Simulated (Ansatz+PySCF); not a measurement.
Values are calculated unless marked as measured or tabulated.
## Ansatz (development build ahead of 0.2.0) run

```yaml
crystal:
  periodic: [false, false, false]
  atoms:
    - { symbol: C, position_ang: [0.0, 0.0, 0.0] }
    - { symbol: Cl, position_ang: [1.06989, 1.42651, 3.08849] }
basis:
  gaussian: { orbitals: STO-3G }
magnetization:
  spin_polarized: true
  initial_magnetization: 3
hamiltonian:
  xc: hf
correlation:
  method: ccsd_t
  frozen_orbitals: { C: 1, Cl: 5 }
```

The input is written out in the form of the current development build from the run's settings.

Output:

| Quantity | Value |
| --- | --- |
| Converged | yes |
| Reference energy | -491.74097 hartree |
| CCSD correlation energy | -0.02021 hartree |
| Triples correction | 0.00000 hartree |
| Total energy | -491.76119 hartree |
| Spin squared of the determinant | 3.750 |
| Stability test | minimum |
| T1 diagnostic | 0.000 |
| Largest doubles amplitude | 0.15 |
| Occupied orbitals by symmetry in an Abelian subgroup (alpha; beta) | 7 A1 3 B1 3 B2; 7 A1 2 B1 1 B2 |
